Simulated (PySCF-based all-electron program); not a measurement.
# hydrogen fluoride (charge +1), doublet: how the functional moves the forces

Calculated with an in-house all-electron program built on PySCF, in large uncontracted Gaussian sets near the basis limit; the spin-free Dirac equation, no spin–orbit coupling, spin-unrestricted, lowest state found (another of this spin can lie close). Forces are good to about 0.003 eV/Å. Atoms are numbered as listed.

```xyz
2

F     0.0000    0.0000    0.0000
H     0.0000    0.0000    1.2835
```

(1) What forces does PBE give?

Results:

(1) 

```json
{"atom": "F1", "Fx": "0.000", "Fy": "0.000", "Fz (eV/Å)": "3.179"}
{"atom": "H2", "Fx": "0.000", "Fy": "0.000", "Fz (eV/Å)": "-3.179"}
```
